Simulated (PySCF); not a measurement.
Orbital picture of NaF⁻

UHF at R = 2.030 Å; basis Na def2-SVPD, F def2-SVPD; no relativity; PySCF 2.14. State: ²Σ⁺ (doublet), unpaired electrons σ ↑. Only the outer orbitals are listed, counted within each symmetry.

```csv
spin,orbital,occ.,ε (eV),on Na (%),main shells (%)
α,1π,1,-36.13,100,100 Na p
α,1π,1,-36.13,100,100 Na p
α,4σ,1,-36.13,98,98 Na p
α,5σ,1,-31.47,2,98 F s
α,6σ,1,-8.26,0,100 F p
α,2π,1,-7.90,0,100 F p
α,2π,1,-7.90,0,100 F p
α,7σ,1,-0.41,101,"71 Na s, 30 Na p"
α,3π,0,3.83,103,103 Na p
α,3π,0,3.83,103,103 Na p
α,8σ,0,4.39,91,"85 Na p, 12 F s"
β,1π,1,-36.10,100,100 Na p
β,1π,1,-36.10,100,100 Na p
β,4σ,1,-36.07,98,98 Na p
β,5σ,1,-31.46,2,98 F s
β,6σ,1,-8.21,0,100 F p
β,2π,1,-7.90,0,100 F p
β,2π,1,-7.90,0,100 F p
β,3π,0,4.25,102,102 Na p
β,3π,0,4.25,102,102 Na p
β,7σ,0,4.34,109,"70 Na p, 39 Na s"
```

Q: Which are the highest filled and the lowest empty level, where do they sit, and how wide is the gap?

A: Highest filled α 7σ at -0.41 eV (in %: 71 Na s, 30 Na p); lowest empty α 3π at 3.83 eV (in %: 103 Na p); the gap at UHF is 4.24 eV. An empty level above zero is unbound, and its energy depends on the basis.

The bond order (Mayer) is -0.01. The ⟨S²⟩ is 0.750. The charge on Na (Mulliken, basis-dependent) is -0.02 and the charge on Na (Löwdin, basis-dependent) is -0.14. The dipole moment (positive dipole points towards F; it is taken about the centre of mass and depends on that origin) is 2.81 D.

Shares are Mulliken populations and can fall outside 0 to 100 %.

The state was picked by a PBE0 search and need not be the measured ground state.
